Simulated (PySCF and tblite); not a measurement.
CH3CH2CF(CH3)2, C5H11F, numbered as in [CH3:1][CH2:2][C:3]([CH3:4])([CH3:5])[F:6]. Search: ETKDG and KDG, MMFF94s, GFN2-xTB, 90 starts; geometries at PBE0-D3(BJ)/def2-SVP. Energies: CAM-B3LYP-D3(BJ)/def2-TZVP (IEF-PCM, chloroform), with GFN2-xTB thermal terms (modes under about 100 cm⁻¹ blended into free rotors). Symmetry numbers and mirror images are counted. Conformers within 3 kcal/mol (GFN2-xTB free energy) were kept, 8 at most. GIAO shieldings: WP04/pcSseg-1 (IEF-PCM, chloroform). Couplings: B3LYP/pcSseg-1 with pcJ-1 on H, F (gas phase; spin-dipole term only for pairs with B, N, F, Si or P). Shifts are against TMS (¹H), TMS (¹³C), CFCl3 (¹⁹F) at the same level. Programs: PySCF with density fitting and tblite.

Torsions listed: C1–C2–C3–F6. Of a mirror pair one member is shown.

Two conformers hold nearly all the population. I: 58°; δ(F6) = -183.35 ppm. II: 180°; δ(F6) = -165.05 ppm. The average over the ensemble at 298.15 K is -177.04 ppm.

**Question.** What populations and free-energy difference follow from a two-state model?

**Answer.** p(I) = (-177.04 − (-165.05))/(-183.35 − (-165.05)) = 0.66, so K = p(II)/p(I) = 0.53 and G(II) − G(I) = −RT ln K = 0.38 kcal/mol. One of the two counts twice, as a mirror pair, which this difference holds. The weights computed directly are 65.5 % and 34.5 %.

Unscaled ¹⁹F shifts at such levels can be off by tens of ppm; differences between conformers or isomers are more reliable.
